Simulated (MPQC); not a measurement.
# PBE0-1/3/STO-2G (hessian update BFGS) run of BNH4 (BH2(NH2))

Aim: a geometry optimisation of BNH4 (BH2(NH2)). 

The results are computed with MPQC 2.3.1.

## (1) The molecule

The species is BNH4 (6 atoms), meant as a singlet with charge 0. SMILES: `[H]B([H])N`. The coordinates come from a GFN2-xTB relaxation. This is one conformer, not always the lowest. The run starts from this shape.

Bond lengths: B1–N4 1.378 Å, B1–H2 1.171 Å, B1–H3 1.171 Å, N4–H5 1.007 Å, N4–H6 1.007 Å. Angles: B1–N4–H5 123.8°, B1–N4–H6 123.7°, H2–B1–N4 118.8°, H3–B1–N4 119.0°, H5–N4–H6 112.5°, H2–B1–H3 122.1°.

## (2) A geometry optimisation at PBE0-1/3/STO-2G (hessian update BFGS)

Input file run.in:

```
% BH4N
molecule<Molecule>: (
    symmetry = c1
    unit = angstrom
    { atoms geometry } = {
        B  [ 0.341950 0.595150 0.003650 ]
        H  [ 1.330110 0.674300 0.627440 ]
        H  [ -0.078600 1.496820 -0.614110 ]
        N  [ -0.345390 -0.598720 -0.003870 ]
        H  [ -1.199300 -0.750580 -0.515060 ]
        H  [ -0.048780 -1.416960 0.501960 ]
    }
)
basis<GaussianBasisSet>: (
    name = "STO-2G"
    molecule = $:molecule
)
mpqc: (
    checkpoint = no
    savestate = no
    restart = no
    do_energy = yes
    do_gradient = no
    optimize = yes
    coor<SymmMolecularCoor>: (
        molecule = $:molecule
        generator<IntCoorGen>: ( molecule = $:molecule )
    )
    mole<CLKS>: (
        molecule = $:molecule
        basis = $:basis
        total_charge = 0
        memory = 1000000000
        print_evals = yes
        print_npa = yes
        maxiter = 80
        functional<SumDenFunctional>: (
            a0 = 0.3333333333
            coefs = [ 0.6666666667 1 ]
            funcs: [ <PBEXFunctional>: () <PBECFunctional>: () ]
        )
        integrator<RadialAngularIntegrator>: ( grid = coarse )
        guess_wavefunction<ExtendedHuckelWfn>: (
            molecule = $:molecule
            total_charge = 0
            multiplicity = 1
            basis<GaussianBasisSet>: (
                name = "STO-3G"
                molecule = $:molecule
            )
        )
        coor = $..:coor
    )
    opt<QNewtonOpt>: (
        function = $..:mole
        max_iterations = 40
        update<BFGSUpdate>: ()
        convergence<MolEnergyConvergence>: (
            cartesian = yes
            energy = $..:..:mole
        )
    )
)
```

On the command line:

```
$ mpqc run.in > run.out
```

Q: Predict the results. Wanted: total energy at the end; HOMO energy; LUMO energy; HOMO–LUMO gap.

Answer, from the run:

Level: PBE0-1/3/STO-2G (hessian update BFGS).

| quantity | value |
| --- | --- |
| total energy at the end | -78.53858 Eh |
| HOMO energy | -6.54 eV |
| LUMO energy | 5.32 eV |
| HOMO–LUMO gap | 11.86 eV |

At the final geometry: Bond lengths: B1–N4 1.383 Å, B1–H2 1.175 Å, B1–H3 1.175 Å, N4–H5 1.044 Å, N4–H6 1.044 Å. Angles: B1–N4–H5 124.3°, B1–N4–H6 124.3°, H2–B1–N4 119.1°, H3–B1–N4 119.2°, H5–N4–H6 111.4°, H2–B1–H3 121.7°. The optimisation took 7 steps and changed the energy by -0.081 eV.
